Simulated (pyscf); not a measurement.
PySCF, gas phase, ωB97X-D3(BJ)/def2-SVP geometries.

**Question.** PBE/def2-TZVP puts the barrier of `[O]=[SiH2]` + `[H]` [doublet] → `[O]=[SiH]` [doublet] + `[H][H]` (hydrogen abstraction; doublet surface; H–Si broken, H–H formed) at -2.6 kJ/mol and the reaction energy at -98.1 kJ/mol, from the separated reactants. What do B3LYP-D3(BJ)/def2-TZVP, M06-2X/def2-TZVP, ωB97M-D3(BJ)/def2-TZVP give on the same structures?

**Answer.** B3LYP-D3(BJ): ΔE‡ = -1.5 kJ/mol, ΔE = -100.8 kJ/mol; M06-2X: ΔE‡ = 21.0 kJ/mol, ΔE = -89.3 kJ/mol; ωB97M-D3(BJ): ΔE‡ = 17.7 kJ/mol, ΔE = -85.9 kJ/mol. PBE's barrier lies under all of them, by 1.1 to 23.6 kJ/mol. Its reaction energy lies among theirs. At PBE, B3LYP-D3(BJ) this geometry lies under the reactants; that is no barrier but a single point on another level's saddle; such a level's own saddle, if it has one, lies nearer that side and is low. One saddle was located; it need not be the lowest between these sides. The angle at the transferred H is 178°.
